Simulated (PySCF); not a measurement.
**Sulfur: a sound run and one with changed settings**

Sound run: S [Ne] 3s2 3p4, S⁺ [Ne] 3s2 3p3. Calculation: PySCF 2.14, in jorge-DZP-DKH (7s4p1d, 24 functions); scalar relativity by spin-free X2C-1e. In the sound run the correlated levels freeze [Ne]. The sound run starts from symmetry-adapted Hartree-Fock orbitals and uses a fine grid where one is needed.

Changed run: no relativity, point nucleus. This setting is unsound on purpose.

```tsv
species	method	sound run (hartree)	changed run (hartree)	converged
S	UHF	-398.57563	-397.33902	yes
S	MN15	-399.27391	-397.95596	yes
S	BP86	-399.23992	-397.99258	yes
S	MP2	-398.66255	-397.42592	yes
S	CCSD(T)	-398.68260	-397.44603	yes
S⁺	UHF	-398.23898	-397.00165	yes
S⁺	MN15	-398.89623	-397.57753	yes
S⁺	BP86	-398.85190	-397.60390	yes
S⁺	MP2	-398.30897	-397.07172	yes
S⁺	CCSD(T)	-398.32828	-397.09113	yes
```

Ionisation energy of S:

```csv
method,sound run (eV),changed run (eV)
UHF,9.161,9.180
MN15,10.277,10.298
BP86,10.559,10.577
MP2,9.622,9.638
SCS-MP2,9.660,9.676
CCSD,9.633,9.648
CCSD(T),9.642,9.657
```

Most of the change in total energy is the relativistic energy itself. On top of that the contraction fixes the core shape for the Hamiltonian it was made with, so the changed run is not a good calculation with the other Hamiltonian either.

For comparison, NIST gives 10.360 eV between the lowest levels.
